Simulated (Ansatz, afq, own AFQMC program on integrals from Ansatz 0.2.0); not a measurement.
Two steps: Ansatz 0.2.0 writes the Fock matrix and Cholesky factors of the valence space, and afq projects on them the lowest state that overlaps trial and start.

```yaml
crystal:
  periodic: [false, false, false]
  atoms:
    - {symbol: Si, position_ang: [0.000000, 0.000000, 0.000000]}
basis:
  gaussian: {orbitals: aug-cc-pVTZ}
magnetization: {spin_polarized: true, initial_magnetization: 2}
correlation: {method: ccsd_t, electrons: outside_noble_gas, hamiltonian_folder: ham}
```

```sh
$ ansatz run in.yaml --threads 1 --pin off --events-out ev --progress --plain --max-ram 24576MiB --backend cuda --devices 0, --max-vram 18GiB
```

afq runs on the folder ham with

```
--method phaseless --trial hf --walkers 4000 --populations 20 --least-time 40 --time-step 0.005 --steps-per-block 20 --equilibration-blocks 112 --max-blocks 4000 --target-error 0.0006000 --factor-cut 1e-05 --start spin_pure --seed 9065 --taylor-order 6
```

Times are imaginary, in 1/Eh. The walk had a cap of 54 s. With eight or more populations the least sampling time is a fifth of least-time, and the error comes from their spread.

afq prints:

```
orbitals 45  electrons 3 1  factors 275 of 284
reference energy -288.85662776 Eh
CCSD correlation -0.07465316 Eh in 9 cycles, weight of the determinant in the CISD state 0.9319
energy of the start -288.856762 Eh
 block  time / (1/Eh)  mean weight  energy / Eh
     1     0.100  1.0002  -288.866390
     2     0.200  1.0003  -288.874490
     3     0.300  1.0003  -288.881199
     4     0.400  1.0002  -288.887197
     5     0.500  1.0003  -288.891982
     7     0.700  1.0004  -288.899802
     9     0.900  1.0001  -288.906376
    11     1.100  1.0000  -288.911091
    21     2.100  1.0000  -288.924448
    31     3.100  1.0000  -288.929282
    41     4.100  1.0000  -288.932942
    51     5.100  1.0000  -288.931629
    61     6.100  1.0000  -288.933443
    71     7.100  1.0002  -288.934065
    81     8.100  0.9998  -288.935026
    86     8.600  1.0000  -288.935048
    91     9.100  1.0001  -288.932387
   101    10.100  1.0001  -288.932070
   111    11.100  1.0001  -288.933232
   121    12.100  0.9999  -288.932526
   131    13.100  1.0001  -288.932038
   141    14.100  1.0000  -288.931700
   151    15.100  0.9999  -288.933983
   161    16.100  1.0000  -288.933242
   171    17.100  0.9998  -288.931745
   181    18.100  1.0003  -288.931992
   191    19.100  0.9999  -288.931465
   201    20.100  1.0002  -288.933598
error from the spread of 20 populations
energy -288.931924 +/- 0.000563 Eh
(rows thinned)
```

The run passed its tests (sampling time, drift between the halves within three errors, error under three times the target), which doesn't prove that it has relaxed.

Against this walk (error 15.3 meV) on the same determinant: CCSD(T) 51.9 meV lower, CCSDT(Q) 74.9 meV lower, full CI 75.4 meV lower, a separate phaseless walk with a CISD trial and standard settings 66.0 ± 15.4 meV lower. The error is statistical and leaves out the bias of the constraint. Full CI is exact here, so the walk's 75 meV above it is the walk's own error: the bias of the constraint with this trial.

Cautions: constraint bias not in the error.

The walk took 37 s on 1 × NVIDIA H100 80GB HBM3 with 2 threads of AMD EPYC 7R13 Processor (Zen 3), on a shared host (the card was shared). The log's last line is the phaseless energy.

CCSDT and higher add their correlation energy to the determinant of the CCSD(T) run, since their own runs factorise the integrals more tightly (a shift of under 2 meV). A walk keeps the symmetry of its determinant, which the program's search chose and which needn't be the lowest solution, so a lower state of the same spin and another symmetry isn't excluded.
